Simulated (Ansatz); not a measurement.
Structure relaxation of Hf2Br3

Method: DFT PBE, scalar-relativistic, plane waves, PAW in Ansatz 0.2.0. Cutoff 420 eV, Γ-centred k mesh, Gaussian smearing, no spin polarisation in the final step.

Hf2Br3 was placed on the tetradymite structure type (R-3m, No. 166), with Hf in place of Bi, Br in place of Te, at a guessed volume.

```
Hf Br
1.0
     2.00746    1.15901    9.30562
    -2.00746    1.15901    9.30562
     0.00000   -2.31802    9.30562
Hf Br
2 3
Cartesian
  0.0000 0.0000 11.1667
  0.0000 0.0000 16.7501
  0.0000 0.0000 0.0000
  0.0000 0.0000 5.8486
  0.0000 0.0000 22.0683
```

Cell and atoms relax at zero pressure; the relaxation can't lower the symmetry of the start. After a coarse first stage the cell is made exact in the group found at 0.06 Å.

Formation energies are uncorrected and refer to the elements' standard structures at the same level.

**Question.** What does it relax into?

**Answer.** It keeps R-3m (No. 166), but not the shape of the type it started on. Conventional cell: a = 3.354 Å, c = 38.618 Å. Hf is coordinated by 3 Br at 2.74 Å, 3 Br at 3.01 Å and 6 Hf at 3.35 Å; around Br on Wyckoff site a (1 atom of the primitive cell) lie 6 Hf at 3.01 Å and 6 Br at 3.35 Å; around Br on Wyckoff site c (2 atoms of the primitive cell) lie 3 Hf at 2.74 Å and 6 Br at 3.35 Å.

```
Hf Br
1.0
     1.67717    0.96831   12.87268
    -1.67717    0.96831   12.87268
     0.00000   -1.93662   12.87268
Hf Br
2 3
Direct
  0.39316 0.39316 0.39316
  0.60684 0.60684 0.60684
  0.00000 0.00000 0.00000
  0.22316 0.22316 0.22316
  0.77684 0.77684 0.77684
```

**Question.** What are its volume, energy, density and gap?

**Answer.** The volume per atom is 25.1 Å³. The density is 7.9 g/cm³ and the energy over the elements is -0.67 eV/atom. The gap on the 12×12×12 mesh is 0 eV (a metal).

The final run used a 12×12×12 mesh on its 5-atom cell and 0.10 eV smearing. For metals, differences of a few meV/atom aren't resolved. Weakly bound directions are ill-defined at this level, which has no dispersion term. Spin–orbit coupling is left out. A structure relaxed within its symmetry needn't be a true minimum.

Cost: 3 runs of about 7.7 core-minutes in all, on Arm Neoverse V2 (shared hosts).